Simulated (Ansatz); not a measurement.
**One elementary step**

Start structure (CH6AlN, closed shell), relaxed at PBE0-D4/def2-TZVP:

```
atom    x (Å)    y (Å)    z (Å)
 Al1  -0.6216   0.0786  -0.3492
  C2   0.2891   0.7958   1.2179
  N3   0.1655  -1.1558  -1.3443
  H4   1.0793  -1.5451  -1.1777
  H5  -2.0685   0.5394  -0.8127
  H6   1.2709   0.3436   1.3797
  H7   0.4322   1.8776   1.1283
  H8  -0.3043   0.6365   2.1241
  H9  -0.2429  -1.5708  -2.1662
```

The step: CH₆AlN ([CH3][AlH][NH2]) → AlNH₂ ([NH][AlH]) + CH₄; bonds formed: C2–H4; bonds broken: Al1–C2, N3–H4. Program: Ansatz 0.2.0. Basis: def2-TZVPP and def2-QZVPP. Cores are frozen in the correlated methods. Extrapolation: Hartree–Fock as exp(−7.88 √X), correlation as X^−2.97. Energies below are by CCSD(T) at an estimated basis limit (MP2 extrapolated from triple and quadruple zeta, plus CCSD(T) − MP2 in triple zeta).

Task: What are the electronic barrier and the energy of the step, from the start structure to the end structure? (Judge from chemistry; the value comes from the calculation.)

Result: The calculation gives: Barrier 3.233 eV; step energy 2.616 eV (uphill); reverse barrier, their difference, 0.617 eV. Barrier and step energy count from the start structure, the reverse barrier from the end structure.

The saddle point: One imaginary mode of 1149i cm⁻¹.
```json
{"pair": "C2–H4", "start (Å)": "3.44", "saddle (Å)": "1.30", "end (Å)": "1.09"}
{"pair": "Al1–C2", "start (Å)": "1.95", "saddle (Å)": "2.17", "end (Å)": "3.15"}
{"pair": "N3–H4", "start (Å)": "1.01", "saddle (Å)": "1.52", "end (Å)": "3.19"}
```

Zero-point energy (harmonic, PBE0-D4): ZPE is 1.847 eV at the start and 1.706 eV at the saddle, so the barrier goes from 3.233 to 3.093 eV.

The T1 diagnostic stays at or below 0.023.

Labels in which every atom is bracketed show which atoms are joined, not bond orders.

For scale, one of the runs: CCSD(T)/def2-TZVPP, 188 basis functions, launched by `ansatz run in.yaml --threads 2 --pin off --events-out ev --progress --plain --max-ram 4352MiB`. Time: 28 s of wall clock on 2 CPU threads of an Arm Neoverse V2; the host was shared. Peak host memory: 1.9 GiB.
